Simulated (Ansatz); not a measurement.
The input, for Ansatz 0.2.0:

```yaml
crystal:
  periodic: [false, false, false]
  atoms:
    - {symbol: B, position_ang: [0.000000, 0.000000, 1.601001]}
    - {symbol: B, position_ang: [0.000000, 0.000000, 0.008300]}
    - {symbol: S, position_ang: [0.000000, 0.000000, -1.609301]}
basis:
  gaussian: {orbitals: 6-31G}
magnetization: {spin_polarized: false}
hamiltonian: {xc: {name: B3LYP}, pseudopotentials: {relativity: none}}
correlation: {method: ccsd, electrons: outside_noble_gas, diis_vectors: 4}
```

```sh
$ ansatz run in.yaml --threads 1 --pin off --events-out ev --progress --plain --max-ram 2393MiB
```

The program prints:

```
392 factors; integrals over basis functions are off by at most 1.4e-4 eV
mean field evaluation 1: about -12182.4530 eV, gradient 9.3e0 eV
mean field evaluation 2: about -12182.4510 eV, gradient 9.3e0 eV
mean field evaluation 4: about -12182.6253 eV, gradient 7.0e0 eV
mean field evaluation 8: about -12182.7992 eV, gradient 2.2e-2 eV
mean field evaluation 16: about -12182.7992 eV, gradient 9.3e-7 eV
mean field -12182.79919517 eV, -447.7096126246 hartree, gradient 9.3e-7 eV, S^2 0.000000; 0 other end points of the search recorded, 0 dependent functions left out; unrestricted orbitals would lower it
7 core orbitals not correlated: weight in the atoms' cores, before any rotation towards them, 1.000 or more for the frozen orbitals, at most 0.000 for the correlated occupied ones
reference -12154.95927659 eV, -446.6865144874 hartree; 6, 6 occupied and 18, 18 virtual orbitals, 392 factors
second order -4.39992064 eV of doubles, -0.25881837 eV of singles
cycle   1  -4.49987171 eV  change    1.3e-1 eV  update   1.6e-1
cycle   2  -4.85606621 eV  change   -3.6e-1 eV  update   6.2e-2
cycle   3  -5.03619942 eV  change   -1.8e-1 eV  update   3.1e-2
cycle   4  -5.05460401 eV  change   -1.8e-2 eV  update   1.0e-2
cycle   5  -5.05687408 eV  change   -2.3e-3 eV  update   4.9e-3
cycle   6  -5.05779949 eV  change   -9.3e-4 eV  update   2.3e-3
cycle   7  -5.05851381 eV  change   -7.1e-4 eV  update   1.1e-3
cycle   8  -5.05836301 eV  change    1.5e-4 eV  update   3.2e-4
cycle   9  -5.05871857 eV  change   -3.6e-4 eV  update   1.3e-4
cycle  10  -5.05878523 eV  change   -6.7e-5 eV  update   6.5e-5
cycle  11  -5.05884029 eV  change   -5.5e-5 eV  update   2.4e-5
cycle  12  -5.05885904 eV  change   -1.9e-5 eV  update   9.8e-6
cycle  13  -5.05886599 eV  change   -6.9e-6 eV  update   5.2e-6
WARN: the results are in doubt because among natural orbitals full CI differs from the method by -0.108 eV
Total energy: -12160.01814258 eV, -446.8724243834 hartree
In doubt: among natural orbitals full CI differs from the method by -0.108 eV
```

Ran on 1 thread of AMD EPYC, shared host: 3.1 s wall, 0.09 GiB peak host memory.
